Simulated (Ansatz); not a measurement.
Saddle point of CH6ClSi, doublet (CH₅ClSi ([CH3][SiH2][Cl]) + H → CH₅Si ([CH3][SiH2]) + HCl; bonds formed: Cl1–H4; bonds broken: Cl1–Si2), PBE0-D4/def2-TZVP structure:

Cl1  (1.085, 0.368, 1.873)
Si2  (-0.227, -0.772, 0.234)
C3  (-0.406, 0.410, -1.195)
H4  (1.904, 1.158, 2.825)
H5  (0.503, -2.012, -0.136)
H6  (-1.530, -1.110, 0.865)
H7  (-0.901, 1.327, -0.872)
H8  (0.574, 0.672, -1.599)
H9  (-1.000, -0.039, -1.996)
(Å)

Energies are electronic, without zero-point energy. Barriers and step energies count from the start structure reached by relaxing down the imaginary mode; all methods use the PBE0-D4 structures, on which another method's saddle can fall below an end. Program: Ansatz 0.2.0. Basis: def2-TZVPP, with def2-QZVPP for the basis limit. Cores are frozen in the correlated methods; orbitals are unrestricted. B3LYP uses VWN-RPA correlation. Extrapolation: Hartree–Fock as exp(−7.88 √X), correlation as X^−2.97.

| method | barrier (kcal/mol) | step energy (kcal/mol) |
| --- | --- | --- |
| SPW92 | 6.31 | 4.61 |
| PBE-D4 | 11.99 | 4.90 |
| BLYP-D4 | ? | 2.84 |
| r2SCAN-D4 | 14.03 | 4.93 |
| B97M-V | 17.74 | 6.51 |
| PBE0-D4 | 17.01 | 6.22 |
| B3LYP-D4 | 15.22 | 3.86 |
| r2SCAN0-D4 | 16.98 | 5.38 |
| BHLYP-D4 | 21.35 | 6.06 |
| CAM-B3LYP-D4 | 18.95 | 5.06 |
| wB97X-V | 23.23 | 8.21 |
| wB97M-V | 21.99 | 8.27 |
| B2PLYP | 19.74 | 5.95 |
| PBE-QIDH | ? | 8.49 |
| RPA on PBE | 20.77 | 3.46 |
| HF | 38.10 | 10.86 |
| MP2 | ? | 10.15 |
| CCSD | 23.78 | 4.76 |
| CCSD(T) | 22.56 | 5.42 |

Problem. Fill in the withheld barriers. (To be estimated.)

Solution. Computed: BLYP-D4 11.46; PBE-QIDH 23.14; MP2 27.68 kcal/mol. Each is the energy of the saddle less that of the start structure, by the same method.

For comparison, the barrier by CCSD(T) at an estimated basis limit (MP2 extrapolated from triple and quadruple zeta, plus CCSD(T) − MP2 in triple zeta) is 21.40 kcal/mol.

The T1 diagnostic stays at or below 0.017. ⟨S²⟩ of the unrestricted Hartree–Fock references: 0.75 to 0.80 (a pure state has 0.75). The unrestricted reference is spin-contaminated, which hurts MP2 most.

Radical steps of this kind take place in plasma deposition and etching.

Labels in which every atom is bracketed show which atoms are joined, not bond orders.

For scale, one of the runs: CCSD(T)/def2-TZVPP, 199 basis functions, launched by `ansatz run in.yaml --threads 4 --pin off --events-out ev --progress --plain --max-ram 9574MiB`. Hardware: 4 CPU threads of an Arm Neoverse N1, shared host. Wall time 2.8 min; peak host memory 5.8 GiB.
